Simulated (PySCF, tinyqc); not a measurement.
Inside a calculation. Method: MP2 on RHF in the sto-3g basis, frozen core, for BH, spin multiplicity 1. The lowest restricted solution is unstable here: a spin-polarised one lies 0.0055 hartree lower (PySCF). Computed by tinyqc, a small Python program that keeps every step (integrals from PySCF). Settings: charge = 0, multiplicity = 1, basis = sto-3g, method = RHF, frozen orbitals = 1, energy threshold = 1e-10, iteration cap = 58, orthogonalisation = canonical, start = atomic densities, DIIS depth = 6. Command: `OMP_NUM_THREADS=1 python tinyqc.py 30471 30472 out.jsonl` (the two numbers bound the seeds that draw the settings). One thread of a shared host (Intel(R) Xeon(R) Processor @ 2.60GHz), about 0.1 s of CPU time with the checks. The early iterations of the SCF are left out here.

## One-electron integrals

Geometry (angstrom):
```
atom         x         y         z
B     0.000000  0.000000  0.000000
H     0.000000  0.000000  1.772000
```

Basis sto-3g: exponents (1/bohr^2) and contraction coefficients of normalised primitives:
```
element  l (shell)   exponent  coefficient
B            s (1)  48.791113     0.154329
B            s (1)   8.887362     0.535328
B            s (1)   2.405267     0.444635
B            s (2)   2.236956    -0.099967
B            s (2)   0.519821     0.399513
B            s (2)   0.169062     0.700115
B            p (3)   2.236956     0.155916
B            p (3)   0.519821     0.607684
B            p (3)   0.169062     0.391957
H            s (1)   3.425251     0.154329
H            s (1)   0.623914     0.535328
H            s (1)   0.168855     0.444635
```

Overlap, kinetic and nuclear-attraction integrals over the contracted functions; the nuclear repulsion is the sum of Za Zb / Rab.

nuclear repulsion = 1.49316369 hartree

overlap S, order 1B 1s, 1B 2s, 1B 2px, 1B 2py, 1B 2pz, 2H 1s:
$$\begin{pmatrix}
1.000000 & 0.269328 & 0.000000 & 0.000000 & 0.000000 & 0.018207 \\
0.269328 & 1.000000 & 0.000000 & 0.000000 & 0.000000 & 0.228188 \\
0.000000 & 0.000000 & 1.000000 & 0.000000 & 0.000000 & 0.000000 \\
0.000000 & 0.000000 & 0.000000 & 1.000000 & 0.000000 & 0.000000 \\
0.000000 & 0.000000 & 0.000000 & 0.000000 & 1.000000 & 0.277616 \\
0.018207 & 0.228188 & 0.000000 & 0.000000 & 0.277616 & 1.000000
\end{pmatrix}$$

kinetic energy T (hartree), order 1B 1s, 1B 2s, 1B 2px, 1B 2py, 1B 2pz, 2H 1s:
$$\begin{pmatrix}
10.826302 & -0.047967 & 0.000000 & 0.000000 & 0.000000 & -0.005270 \\
-0.047967 & 0.359168 & 0.000000 & 0.000000 & 0.000000 & 0.003307 \\
0.000000 & 0.000000 & 1.123881 & 0.000000 & 0.000000 & 0.000000 \\
0.000000 & 0.000000 & 0.000000 & 1.123881 & 0.000000 & 0.000000 \\
0.000000 & 0.000000 & 0.000000 & 0.000000 & 1.123881 & 0.045220 \\
-0.005270 & 0.003307 & 0.000000 & 0.000000 & 0.045220 & 0.760032
\end{pmatrix}$$

nuclear attraction V (hartree), order 1B 1s, 1B 2s, 1B 2px, 1B 2py, 1B 2pz, 2H 1s:
$$\begin{pmatrix}
-23.446021 & -3.219792 & 0.000000 & 0.000000 & -0.008380 & -0.218866 \\
-3.219792 & -4.069392 & 0.000000 & 0.000000 & -0.084063 & -0.707316 \\
0.000000 & 0.000000 & -4.022336 & 0.000000 & 0.000000 & 0.000000 \\
0.000000 & 0.000000 & 0.000000 & -4.022336 & 0.000000 & 0.000000 \\
-0.008380 & -0.084063 & 0.000000 & 0.000000 & -4.072295 & -0.803167 \\
-0.218866 & -0.707316 & 0.000000 & 0.000000 & -0.803167 & -2.718016
\end{pmatrix}$$

core Hamiltonian H = T + V (hartree), order 1B 1s, 1B 2s, 1B 2px, 1B 2py, 1B 2pz, 2H 1s:
$$\begin{pmatrix}
-12.619719 & -3.267760 & 0.000000 & 0.000000 & -0.008380 & -0.224137 \\
-3.267760 & -3.710224 & 0.000000 & 0.000000 & -0.084063 & -0.704010 \\
0.000000 & 0.000000 & -2.898455 & 0.000000 & 0.000000 & 0.000000 \\
0.000000 & 0.000000 & 0.000000 & -2.898455 & 0.000000 & 0.000000 \\
-0.008380 & -0.084063 & 0.000000 & 0.000000 & -2.948414 & -0.757947 \\
-0.224137 & -0.704010 & 0.000000 & 0.000000 & -0.757947 & -1.957984
\end{pmatrix}$$

## Two-electron integrals

Functions are numbered as in S; the eight-fold symmetry (ij|kl) = (ji|kl) = (kl|ij) leaves the list below.

Two-electron integrals (ij|kl) in chemists' order, unique and non-zero (hartree):
```
(11|11) 2.923513   (21|11) 0.518376   (21|21) 0.109262   (22|11) 0.744229
(22|21) 0.193177   (22|22) 0.544804   (31|31) 0.020264   (32|31) 0.029996
(32|32) 0.120346   (33|11) 0.742491   (33|21) 0.193240   (33|22) 0.544682
(33|33) 0.586773   (41|41) 0.020264   (42|41) 0.029996   (42|42) 0.120346
(43|43) 0.031630   (44|11) 0.742491   (44|21) 0.193240   (44|22) 0.544682
(44|33) 0.523513   (44|44) 0.586773   (51|51) 0.020264   (52|51) 0.029996
(52|52) 0.120346   (53|53) 0.031630   (54|54) 0.031630   (55|11) 0.742491
(55|21) 0.193240   (55|22) 0.544682   (55|33) 0.523513   (55|44) 0.523513
(55|55) 0.586773   (61|11) 0.034874   (61|21) 0.007326   (61|22) 0.013009
(61|33) 0.012958   (61|44) 0.012958   (61|51) 0.000519   (61|52) 0.000963
(61|55) 0.013118   (61|61) 0.000506   (62|11) 0.111993   (62|21) 0.029682
(62|22) 0.096119   (62|33) 0.093194   (62|44) 0.093194   (62|51) 0.003194
(62|52) 0.021924   (62|55) 0.101866   (62|61) 0.002123   (62|62) 0.027424
(63|31) 0.002515   (63|32) 0.012740   (63|53) 0.003779   (63|63) 0.002447
(64|41) 0.002515   (64|42) 0.012740   (64|54) 0.003779   (64|64) 0.002447
(65|11) 0.118924   (65|21) 0.031859   (65|22) 0.108462   (65|33) 0.103126
(65|44) 0.103126   (65|51) 0.005261   (65|52) 0.034145   (65|55) 0.119004
(65|61) 0.002349   (65|62) 0.035724   (65|65) 0.048032   (66|11) 0.298230
(66|21) 0.080284   (66|22) 0.294219   (66|33) 0.280024   (66|44) 0.280024
(66|51) 0.008251   (66|52) 0.078619   (66|55) 0.322181   (66|61) 0.005751
(66|62) 0.119043   (66|65) 0.166553   (66|66) 0.774606
```

## Orthogonalisation

S = U s U^T; canonical form X = U s^(-1/2), so that X^T S X = 1. Each column of U has its largest component positive (the first on a tie).

eigenvalues of S: [0.597605, 0.809440, 1.000000, 1.000000, 1.174033, 1.418922]

X, order 1B 1s, 1B 2s, 1B 2px, 1B 2py, 1B 2pz, 2H 1s:
$$\begin{pmatrix}
0.469145 & 0.681362 & 0.000000 & 0.000000 & -0.533591 & 0.334132 \\
-0.753306 & -0.453317 & 0.000000 & 0.000000 & -0.368376 & 0.486057 \\
0.000000 & 0.000000 & 0.921971 & -0.387258 & 0.000000 & 0.000000 \\
0.000000 & 0.000000 & 0.387258 & 0.921971 & 0.000000 & 0.000000 \\
-0.534460 & 0.620085 & 0.000000 & 0.000000 & 0.556467 & 0.329996 \\
0.774682 & -0.425637 & 0.000000 & 0.000000 & 0.348841 & 0.497963
\end{pmatrix}$$

Within a degenerate level the vectors are fixed only up to a rotation; this is one choice.

## Iteration 8 (converged): orbitals

converged F (hartree), order 1B 1s, 1B 2s, 1B 2px, 1B 2py, 1B 2pz, 2H 1s:
$$\begin{pmatrix}
-7.376895 & -2.150859 & 0.000000 & 0.000000 & -0.015671 & -0.151876 \\
-2.150859 & -1.020465 & 0.000000 & 0.000000 & 0.011360 & -0.256507 \\
0.000000 & 0.000000 & 0.248393 & 0.000000 & 0.000000 & 0.000000 \\
0.000000 & 0.000000 & 0.000000 & 0.248393 & 0.000000 & 0.000000 \\
-0.015671 & 0.011360 & 0.000000 & 0.000000 & 0.009560 & -0.281149 \\
-0.151876 & -0.256507 & 0.000000 & 0.000000 & -0.281149 & -0.166339
\end{pmatrix}$$

Diagonalise F' = X^T F X, C = X C', fill 3 alpha and 3 beta electrons from the bottom; D = 2 C_occ C_occ^T. Each column has its largest component positive (the first on a tie).

F' = X^T F X (hartree):
$$\begin{pmatrix}
-0.340739 & -1.335891 & 0.000000 & 0.000000 & 1.121519 & -0.875276 \\
-1.335891 & -2.214342 & 0.000000 & 0.000000 & 2.488500 & -1.775267 \\
0.000000 & 0.000000 & 0.248393 & 0.000000 & 0.000000 & 0.000000 \\
0.000000 & 0.000000 & 0.000000 & 0.248393 & 0.000000 & 0.000000 \\
1.121519 & 2.488500 & 0.000000 & 0.000000 & -3.083694 & 2.210858 \\
-0.875276 & -1.775267 & 0.000000 & 0.000000 & 2.210858 & -2.070429
\end{pmatrix}$$

orbital energies (hartree): MO1 -7.381179, MO2 -0.468460, MO3 -0.234218, MO4 0.248393, MO5 0.248393, MO6 0.374653

coefficients C, order 1B 1s, 1B 2s, 1B 2px, 1B 2py, 1B 2pz, 2H 1s:
$$\begin{pmatrix}
0.992701 & -0.265150 & 0.133560 & 0.000000 & 0.000000 & -0.084350 \\
0.026202 & 0.879297 & -0.504570 & 0.000000 & 0.000000 & 0.341289 \\
0.000000 & 0.000000 & 0.000000 & 0.920140 & -0.391589 & 0.000000 \\
0.000000 & 0.000000 & 0.000000 & 0.391589 & 0.920140 & 0.000000 \\
0.002900 & 0.081101 & 0.575266 & 0.000000 & 0.000000 & 0.866711 \\
-0.003490 & 0.350182 & 0.612660 & 0.000000 & 0.000000 & -0.808062
\end{pmatrix}$$

D after iteration 8, order 1B 1s, 1B 2s, 1B 2px, 1B 2py, 1B 2pz, 2H 1s:
$$\begin{pmatrix}
2.147197 & -0.549051 & 0.000000 & 0.000000 & 0.116414 & -0.028976 \\
-0.549051 & 2.056883 & 0.000000 & 0.000000 & -0.437748 & -0.002615 \\
0.000000 & 0.000000 & 0.000000 & 0.000000 & 0.000000 & 0.000000 \\
0.000000 & 0.000000 & 0.000000 & 0.000000 & 0.000000 & 0.000000 \\
0.116414 & -0.437748 & 0.000000 & 0.000000 & 0.675033 & 0.761665 \\
-0.028976 & -0.002615 & 0.000000 & 0.000000 & 0.761665 & 0.995985
\end{pmatrix}$$

Within a degenerate level the vectors are fixed only up to a rotation; this is one choice.

## Convergence

Stop when the energy changes by less than 1e-10 hartree and every element of the error matrix X^T (F D S - S D F) X is below 3e-06.

Course of the cycle:
```
iteration   E (hartree)     change  largest element of the error matrix
1          -24.51897755          -                             1.67e-01
2          -24.60929170  -9.03e-02                             1.59e-01
3          -24.65164909  -4.24e-02                             7.68e-02
4          -24.66410923  -1.25e-02                             3.03e-03
5          -24.66412613  -1.69e-05                             8.45e-04
6          -24.66412697  -8.35e-07                             1.33e-05
7          -24.66412697  -3.57e-10                             5.22e-07
8          -24.66412697  -3.84e-13                             1.22e-10
```

PySCF RHF in the same basis = -24.66412697 hartree

Converged in 8 iterations.

## Integrals over molecular orbitals

(pq|rs) = sum C_ip C_jq C_kr C_ls (ij|kl), one index at a time.

one-electron integrals over orbitals h = C^T H C (hartree):
$$\begin{pmatrix}
-12.607125 & 0.324219 & -0.154040 & 0.000000 & 0.000000 & 0.101053 \\
0.324219 & -2.938208 & 0.257260 & 0.000000 & 0.000000 & -0.380889 \\
-0.154040 & 0.257260 & -2.528100 & 0.000000 & 0.000000 & -0.436573 \\
0.000000 & 0.000000 & 0.000000 & -2.898455 & 0.000000 & 0.000000 \\
0.000000 & 0.000000 & 0.000000 & 0.000000 & -2.898455 & 0.000000 \\
0.101053 & -0.380889 & -0.436573 & 0.000000 & 0.000000 & -2.456200
\end{pmatrix}$$

Two-electron integrals over orbitals (pq|rs), unique and non-zero (hartree); the lowest 1 orbital is frozen and left out:
```
(22|22) 0.472497    (32|22) -0.001507   (32|32) 0.117769    (33|22) 0.430980
(33|32) -0.000959   (33|33) 0.469856    (42|42) 0.088586    (43|42) -0.039304
(43|43) 0.033542    (44|22) 0.481847    (44|32) -0.076766   (44|33) 0.421420
(44|44) 0.586773    (52|52) 0.088586    (53|52) -0.039304   (53|53) 0.033542
(54|54) 0.031630    (55|22) 0.481847    (55|32) -0.076766   (55|33) 0.421420
(55|44) 0.523513    (55|55) 0.586773    (62|22) 0.055554    (62|32) -0.013461
(62|33) -0.024681   (62|44) 0.077659    (62|55) 0.077659    (62|62) 0.090031
(63|22) 0.033341    (63|32) -0.111698   (63|33) 0.003306    (63|44) 0.099496
(63|55) 0.099496    (63|62) 0.056697    (63|63) 0.147147    (64|42) 0.026994
(64|43) 0.003957    (64|64) 0.025815    (65|52) 0.026994    (65|53) 0.003957
(65|65) 0.025815    (66|22) 0.472329    (66|32) 0.052328    (66|33) 0.465487
(66|44) 0.439617    (66|55) 0.439617    (66|62) 0.022771    (66|63) -0.025514
(66|66) 0.531437
```

## Second-order Moller-Plesset energy

Hartree-Fock energy = -24.66412697 hartree

E2 = sum_ijab (ia|jb) [2 (ia|jb) - (ib|ja)] / (e_i + e_j - e_a - e_b) over occupied i, j and virtual a, b; the opposite-spin part is (ia|jb)^2 / denominator, the rest is same-spin, and SCS-MP2 scales them by 6/5 and 1/3.

Terms:
```
i  j  a  b    (ia|jb)    (ib|ja)  denominator       term
3  3  6  6   0.147147   0.147147    -1.217740  -0.017781
2  2  5  5   0.088586   0.088586    -1.433706  -0.005474
2  2  4  4   0.088586   0.088586    -1.433706  -0.005474
2  2  6  6   0.090031   0.090031    -1.686224  -0.004807
2  3  6  6   0.056697   0.056697    -1.451982  -0.002214
3  2  6  6   0.056697   0.056697    -1.451982  -0.002214
3  2  5  5  -0.039304  -0.039304    -1.199464  -0.001288
2  3  5  5  -0.039304  -0.039304    -1.199464  -0.001288
3  2  4  4  -0.039304  -0.039304    -1.199464  -0.001288
2  3  4  4  -0.039304  -0.039304    -1.199464  -0.001288
3  3  4  4   0.033542   0.033542    -0.965222  -0.001166
3  3  5  5   0.033542   0.033542    -0.965222  -0.001166
```

Pair energies (hartree; pair i-j sums ij and ji):
```
pair  opposite spin  same spin
2-2       -0.015754   0.000000
3-2       -0.009580   0.000000
3-3       -0.020112   0.000000
```

MP2 correlation energy = -0.04544531 hartree

SCS-MP2 correlation energy = -0.05453437 hartree

MP2 total energy = -24.70957227 hartree
